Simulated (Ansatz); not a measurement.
# BClF radical (SMILES F[B]Cl): one structure at several levels

One table from this session's results is given with a row withheld; the runs are named, their logs left out.

Program: Ansatz 0.2.0, Gaussian basis. Level of theory: single points in def2-TZVPP. These are calculated values, not measurements.

Cores are frozen in the correlated methods. Orbitals are unrestricted.

## The starting structure

SMILES `F[B]Cl`, 3 atoms, charge 0, spin multiplicity 2.

Atoms are counted from 1 here; the program's logs count them from 0.

Bond lengths: F1–B2 1.280 Å, B2–Cl3 1.725 Å. Angles: F1–B2–Cl3 123.1°.

Coordinates:

```
F     0.5115    1.0569    0.3874
B    -0.3589    0.2793   -0.1380
Cl   -0.1706   -1.4335   -0.2092
```

The first run:

Input file run/in.yaml:

```yaml
crystal:
  periodic: [false, false, false]
  atoms:
    - {symbol: F, position_ang: [0.511500, 1.056900, 0.387400]}
    - {symbol: B, position_ang: [-0.358900, 0.279300, -0.138000]}
    - {symbol: Cl, position_ang: [-0.170600, -1.433500, -0.209200]}
basis:
  gaussian: {orbitals: def2-TZVPP}
magnetization: {spin_polarized: true, initial_magnetization: 1}
correlation: {method: ccsd_t}
scf: {omitted_lower_state_checks: [cluster_reference]}
output: {forces: true}
```

No record of the launch command was kept for these runs.

Among the steps run: CCSD(T)/def2-TZVPP; PBE0-D4/def2-TZVPP; wB97M-V/def2-TZVPP; r2SCAN-D4/def2-TZVPP; PBE-D4/def2-TZVPP; revPBE-D4/def2-TZVPP; wB97X-V/def2-TZVPP.

One of the session's tables, all rows but one given; the rest of the session is left out.

```
   method  RMS force component (eV/Å)  angle to CCSD(T) forces (°)  dipole (D)
  CCSD(T)                       0.624                    reference        0.15
  PBE0-D4                       0.480                          3.6        0.12
  wB97M-V                       0.549                          1.7        0.14
r2SCAN-D4                       0.600                          1.8        0.10
   PBE-D4                       0.763                          2.0        0.21
revPBE-D4                       0.883                          0.8        0.20
  wB97X-V                           ?                            ?           ?
```

**Question.** Estimate the row for wB97X-V.

**Answer.** RMS force component (eV/Å): 0.628; angle to CCSD(T) forces (°): 2.7; dipole (D): 0.11. In the column «RMS force component (eV/Å)» it lies between CCSD(T) (0.624) and PBE-D4 (0.763).
